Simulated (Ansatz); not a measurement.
Basis-set extrapolation for BO, SMILES `[B]=O` radical (PBE0-D4/def2-TZVP geometry, frozen core, the Gaussian-basis code of Ansatz). Multiplicity 2, UHF reference.

|  | def2-TZVPP | def2-QZVPP |
| --- | --- | --- |
| HF | -99.560892 | -99.565849 |
| MP2 correlation | -0.296111 | -0.319235 |
| CCSD(T) correlation | -0.311675 | -0.333398 |

Energies in hartree. Use E(X) = E(∞) + A·exp(−7.88·√X) for Hartree–Fock and E(X) = E(∞) + B·X^(−2.97) for correlation, with X = 3 and 4.

**Question.** What is the CCSD(T) energy at the basis-set limit?

**Answer.** HF limit: -99.565849 + (-0.004957) × 0.13774 = -99.56653. Correlation limit: -0.333398 + (-0.021723) × 0.74074 = -0.34949. Total: -99.91602 hartree, 114.1 kJ/mol below CCSD(T)/def2-TZVPP.
